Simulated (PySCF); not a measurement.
Level of theory: CAM-B3LYP-D3(BJ)/def2-TZVP (PySCF 2.14.0). Gas-phase values, no solvent. One relaxed conformer stands for a flexible species; it need not be the lowest. Delta-SCF ions had no search for a lower state. 

Reference species (SMILES): `FC(F)(F)F` (neutral, multiplicity 1).

```
Quantity                                    Value
--------------------------------------  ---------
HOMO                                    -14.23 eV
S1 oscillator strength                      0.000
vertical ionisation energy (Delta-SCF)   15.94 eV
```

Changed species: `FC(F)(S)S` (S–C–S–H torsion -65°, S–C–S–H torsion 65°) (2 of 4 F replaced by SH; the reference has 0 of 4 F replaced by SH).

Task: Give the shifts of the HOMO, S1 oscillator strength and vertical ionisation energy (Delta-SCF).

Result: the HOMO increases by 5.45 eV, to -8.78 eV; the S1 oscillator strength stays essentially unchanged; the vertical ionisation energy (Delta-SCF) drops by 6.11 eV, to 9.83 eV.
